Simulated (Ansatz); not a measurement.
Reaction (isomerisation): `[SiH3][S]`• → `[SiH2]S`•

Computed with Ansatz on PBE0-D4/def2-TZVP structures; ΔE is electronic, products minus reactants. CBS: MP2 limit from def2 TZ/QZ plus the TZ coupled-cluster correction, frozen cores. This one scheme is used for every species. Functionals use def2-TZVPP. B3LYP here is the variant with VWN-RPA as its local correlation; programs differ in this. HSE06 is defined as in plane-wave codes. Open shells (•) are unrestricted, without spin–orbit coupling.

```
             level  ΔE (kJ/mol)  difference from CCSD(T)/CBS
       LDA (SPW92)        -25.2                        -27.1
            PBE-D4        -14.1                        -16.0
         revPBE-D4        -12.9                        -14.8
           BLYP-D4         -2.5                         -4.4
         r2SCAN-D4         -7.2                         -9.1
            B97M-V         -2.3                         -4.2
           PBE0-D4         -7.5                         -9.4
          B3LYP-D4          1.9                          0.0
        r2SCANh-D4         -5.5                         -7.4
        r2SCAN0-D4         -2.8                         -4.7
          HSE06-D4         -7.6                         -9.5
          BHLYP-D4         12.5                         10.6
           ωB97M-V          3.4                          1.5
          PBE-QIDH         -2.5                         -4.4
               PBE        -13.1                        -15.0
            revPBE        -10.0                        -11.9
            r2SCAN         -7.0                         -8.9
              PBE0         -6.7                         -8.6
             B3LYP          3.5                          1.6
           r2SCANh         -5.3                         -7.2
           r2SCAN0         -2.5                         -4.4
             BHLYP         13.9                         12.0
         CAM-B3LYP          6.5                          4.6
           LC-ωPBE          1.4                         -0.5
RPA@PBE/def2-TZVPP          7.0                          5.1
       HF/def2-SVP         34.3                         32.4
      MP2/def2-SVP          2.6                          0.7
     CCSD/def2-SVP         11.8                          9.9
  CCSD(T)/def2-SVP          8.6                          6.7
     HF/def2-TZVPP         32.3                         30.4
    MP2/def2-TZVPP         -5.0                         -6.9
SCS-MP2/def2-TZVPP          5.0                          3.1
   CCSD/def2-TZVPP          8.9                          7.0
CCSD(T)/def2-TZVPP          4.0                          2.1
     HF/def2-QZVPP         32.4                         30.5
    MP2/def2-QZVPP         -6.2                         -8.1
SCS-MP2/def2-QZVPP          4.1                          2.2
      HF/CBS(def2)         32.5                         30.6
     MP2/CBS(def2)         -7.2                         -9.1
    CCSD/CBS(def2)          6.8                          4.9
       CCSD(T)/CBS          1.9                            0
```

Largest T1 diagnostic among the species: 0.016.

From r2SCAN to r2SCAN0 (25 % exact exchange), in def2-TZVPP and without D4, ΔE moves by +4.5 kJ/mol. Leaving LDA and LC-ωPBE aside and taking each functional with its dispersion term where it has one, the values spread over 26.5 kJ/mol, from PBE-D4 to BHLYP-D4. LDA lies −12.1 kJ/mol from PBE without D4.
